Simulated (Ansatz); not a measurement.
Input file:

```yaml
crystal:
  periodic: [false, false, false]
  atoms:
    - {symbol: B, position_ang: [-2.055629, 0.000000, 0.000000]}
    - {symbol: H, position_ang: [-2.652362, 1.033571, 0.000000]}
    - {symbol: H, position_ang: [-2.652362, -1.033571, 0.000000]}
    - {symbol: H, position_ang: [-0.728629, 0.000000, 0.000000]}
    - {symbol: Cl, position_ang: [0.798371, 0.000000, 0.000000]}
basis:
  gaussian: {orbitals: cc-pVDZ}
magnetization: {spin_polarized: false, initial_magnetization: 1}
correlation: {active_space: {ras: {orbitals: [6, 1, 34], electrons: 13, max_holes: 2, max_particles: 2}, fixed_orbitals: true}}
```

```sh
$ ansatz run in.yaml --threads 1 --pin off --events-out ev --progress --plain --max-ram 2393MiB
```

Roughly how long does this take on 1 thread of Arm Neoverse V1, shared host, and how much host memory?

3.4 s wall and 0.09 GiB.

```
455 factors; integrals over basis functions are off by at most 1.4e-3 eV
mean field evaluation 1: about -13218.7290 eV, gradient 1.4e1 eV
mean field evaluation 2: about -13218.7509 eV, gradient 1.4e1 eV
mean field evaluation 4: about -13219.9272 eV, gradient 1.5e0 eV
mean field evaluation 8: about -13219.9589 eV, gradient 3.2e-1 eV
mean field evaluation 16: about -13219.9623 eV, gradient 2.8e-6 eV
mean field -13219.96232764 eV, -485.8246547286 hartree, gradient 2.8e-6 eV, S^2 0.750000; 0 other end points of the search recorded, 0 dependent functions left out
reference -13219.96232764 eV, -485.8246547286 hartree; 13, 12 occupied and 34, 35 virtual orbitals, 455 factors
state -13226.66053473 eV, -486.0708092988 hartree
Total energy: -13226.66053473 eV, -486.0708092988 hartree
```

Natural occupations: 1.9847 1.9721 1.9719 1.9717 1.9689 1.9626 0.9969 0.0210 0.0139 0.0125 0.0123 0.0111 0.0111 0.0110 0.0102 0.0090 0.0088 0.0079 0.0063 0.0057 0.0051 0.0048 0.0043 0.0034.
